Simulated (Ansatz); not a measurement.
This geometry of BClH$_{4}$O (7 atoms, charge 0, multiplicity 1) is a first-order saddle point.

The calculation used RKS BHLYP-D4/def2-SVP in Ansatz 0.2.0.

```xyz
7
Properties=species:S:1:pos:R:3
B 0.075 -0.316 -0.100
Cl -0.084 0.194 2.103
H 1.139 0.135 -0.377
H -0.947 0.040 -0.602
O 0.111 -1.715 0.364
H -0.715 -2.176 0.211
H 0.070 -1.191 1.491
```

(1) Which two structures does it join? (They come from a converged band through this point; their orientation in space is the band's.)

(2) How far does it lie above each of them?

Results:

(1) Bonds broken: B1–Cl2, O5–H7. Bonds formed: Cl2–H7. BClH4O becomes BH3O + ClH.

Image 0:

```xyz
7
Properties=species:S:1:pos:R:3
B 0.017 -0.092 0.131
Cl -0.401 0.540 1.814
H 1.154 0.115 -0.189
H -0.848 0.093 -0.678
O -0.013 -1.731 0.332
H -0.879 -1.984 0.665
H 0.620 -1.970 1.016
```

Image 6:

```xyz
7
Properties=species:S:1:pos:R:3
B -0.094 -0.386 -0.610
Cl 0.731 -0.420 3.202
H 0.609 0.528 -0.294
H -0.541 -0.514 -1.717
O -0.375 -1.299 0.339
H -0.938 -2.016 0.058
H 0.258 -0.923 2.114
```

(2) 0.88 eV above the first and 1.01 eV above the second. This is the barrier of this one path; another mechanism may lie lower. The orbitals stay closed-shell, which can raise the energy where a bond breaks towards radicals; this wasn't checked here.

Time of the run: 63 s on 1 thread of AMD EPYC 9R45 96-Core Processor (Zen 5), on a shared host, peak memory 0.13 GiB.
